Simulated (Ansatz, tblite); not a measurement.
Pn (charge +1): vertical EA (eV) at several levels, gas phase, relaxed structures; Ansatz, xTB through tblite. Clusters are the lowest isomers that short searches found in that spin, judged at the geometry's level. Raw xTB energies of ions are shifted by several eV. Singlets are spin-restricted. The spins of the ions were chosen, not always searched. The structures are stationary points that may keep the symmetry of their start. Remarks come from the PBE and PBE0 runs and from stability tests at other levels; not every state was tested. HOMO above LUMO (over both spins in singlets and doublets, within one spin in higher multiplets; at PBE or PBE0), or a gap under 0.15 eV within one spin, warns that the state may not be the lowest or that an electron is smeared out.

```tsv
species	state	geometry	GFN1-xTB	PBE-D4/def2-TZVP	r2SCAN-D4/def2-TZVP	PBE0-D4/def2-TZVP	remarks
P3⁺	singlet to doublet	PBE0-D4/def2-TZVP	13.57	7.38	7.55	7.46	gap within one spin near zero at PBE or PBE0 (neutral doublet)
P4⁺	doublet to singlet	PBE-D4/def2-TZVP	14.10	8.43	8.49	8.49	–
P5⁺	singlet to doublet	B3LYP-D4/def2-SVP	11.90	6.27	6.36	6.31	–
```

Over the 3 species that have every level, the mean is 13.19 at GFN1-xTB, 7.36 at PBE-D4/def2-TZVP, 7.46 at r2SCAN-D4/def2-TZVP, 7.42 at PBE0-D4/def2-TZVP.
